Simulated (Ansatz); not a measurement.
# AlBH₆Si: up Jacob's ladder to CCSD(T)

Aim: compute AlBH₆Si with functionals from several rungs and with coupled cluster, and see how far each lands from CCSD(T) at the basis-set limit for the atomisation energy.

Computed with Ansatz 0.2.0, Gaussian basis. Level: functionals in def2-TZVPP, the program's frozen cores in correlated methods.

Plan: LDA (SPW92), PBE-D4, revPBE-D4, BLYP-D4, r2SCAN-D4, B97M-V, PBE0-D4, B3LYP-D4, r2SCANh-D4, r2SCAN0-D4, HSE06-D4, BHLYP-D4, CAM-B3LYP-D4, LC-ωPBE, ωB97X-V, ωB97M-V, B2PLYP, PBE-QIDH; CCSD(T)/def2-SVP; CCSD(T)/def2-TZVPP; MP2/def2-QZVPP; extrapolation to the limit; RPA on PBE.

### 1 The relaxed structure

The geometry comes from an earlier relaxation with PBE0-D4 in a triple-zeta def2 set; it is a stationary point, not always the lowest conformer.

9 atoms, charge 0, spin multiplicity 1.

Atoms are counted from 1 here; the program's logs count them from 0.

Bond lengths: B1–Al2 2.109 Å, B1–H4 1.200 Å, B1–H5 1.200 Å, Al2–Si3 2.466 Å, Al2–H6 1.595 Å, Si3–H7 1.493 Å, Si3–H8 1.491 Å, Si3–H9 1.492 Å. Angles: Al2–B1–H4 122.6°, Al2–B1–H5 122.8°, H4–B1–H5 114.6°, B1–Al2–Si3 120.7°, B1–Al2–H6 121.8°, Si3–Al2–H6 117.5°, Al2–Si3–H7 109.9°, Al2–Si3–H8 113.3°, Al2–Si3–H9 111.9°, H7–Si3–H8 107.0°, H7–Si3–H9 107.1°, H8–Si3–H9 107.4°.

### 2 LDA

This LDA is Slater exchange with PW92 correlation.

Contents of in.yaml:

```yaml
crystal:
  periodic: [false, false, false]
  atoms:
    - {symbol: B, position_ang: [-1.144528, 1.030239, -1.599186]}
    - {symbol: Al, position_ang: [0.282409, 0.910839, -0.051042]}
    - {symbol: Si, position_ang: [0.658787, -1.208274, 1.153160]}
    - {symbol: H, position_ang: [-0.882622, 0.770694, -2.741529]}
    - {symbol: H, position_ang: [-2.291789, 1.324636, -1.404770]}
    - {symbol: H, position_ang: [1.172659, 2.165435, 0.370032]}
    - {symbol: H, position_ang: [1.972256, -1.794053, 0.750799]}
    - {symbol: H, position_ang: [-0.382181, -2.238443, 0.874702]}
    - {symbol: H, position_ang: [0.703408, -1.007270, 2.630634]}
basis:
  gaussian: {orbitals: def2-TZVPP}
hamiltonian: {xc: lda}
output: {orbitals: {seedname: orbitals}}
```

On the command line:

```console
$ ansatz run in.yaml --threads 2 --pin off --events-out ev --progress --plain --max-ram 4352MiB
```

After this run come: PBE-D4 (GGA); revPBE-D4 (GGA); BLYP-D4 (GGA); r2SCAN-D4 (meta-GGA); B97M-V (meta-GGA); B3LYP-D4 (hybrid); r2SCANh-D4 (hybrid); r2SCAN0-D4 (hybrid); HSE06-D4 (hybrid); BHLYP-D4 (hybrid); CAM-B3LYP-D4 (range-separated); LC-ωPBE (range-separated); ωB97X-V (range-separated); ωB97M-V (range-separated); B2PLYP (double hybrid); PBE-QIDH (double hybrid); CCSD(T) in def2-SVP; CCSD(T) in def2-TZVPP; MP2 in def2-QZVPP; RPA on PBE orbitals.

Before running them: what should the planned runs give, taken together? Wanted: atomisation energy, CCSD(T)/CBS; farthest beyond LDA; mean size of error, GGA; mean size of error, meta-GGA; mean size of error, hybrid; mean size of error, range-separated; mean size of error, double hybrid; gap, smallest and largest; T1 diagnostic.

The runs gave:

| quantity | value |
| --- | --- |
| atomisation energy, CCSD(T)/CBS | 2463.3 kJ/mol |
| functionals within 12.3 kJ/mol (0.5 %) | B3LYP-D4, r2SCANh-D4, r2SCAN0-D4, BHLYP-D4, ωB97M-V |
| farthest beyond LDA | revPBE-D4 (-53.7 kJ/mol) |
| mean size of error, GGA | 34.5 kJ/mol |
| mean size of error, meta-GGA | 27.3 kJ/mol |
| mean size of error, hybrid | 10.6 kJ/mol |
| mean size of error, range-separated | 16.2 kJ/mol |
| mean size of error, double hybrid | 26.7 kJ/mol |
| gap, smallest and largest | 2.57 eV (LDA (SPW92)), 9.61 eV (LC-ωPBE) |
| T1 diagnostic | 0.0129 |
| triples share of the correlation energy | 3.0 % |

What this shows: LDA overbinds by 233.8 kJ/mol (9 %). PBE-D4 is off by -22.7 kJ/mol. Double hybrids carry the basis error of their MP2 part in triple zeta, and no dispersion term here, so their miss is partly the set-up's. By mean error the best rung here is hybrid (10.6 kJ/mol) and the worst beyond LDA is GGA (34.5 kJ/mol). The gap between the best rungs is small, so their order is not settled. The reference freezes the cores and leaves out relativity and excitations past (T), so misses under about 12.3 kJ/mol can't be ranked. Hartree-Fock recovers 79 % of the binding; the rest is correlation. CCSD(T) in def2-SVP is off by -132.7 kJ/mol, more than most functionals: a good method in a small basis is no reference. The gap grows from 2.6 to 9.6 eV across the functionals, mostly with the share of exact exchange.
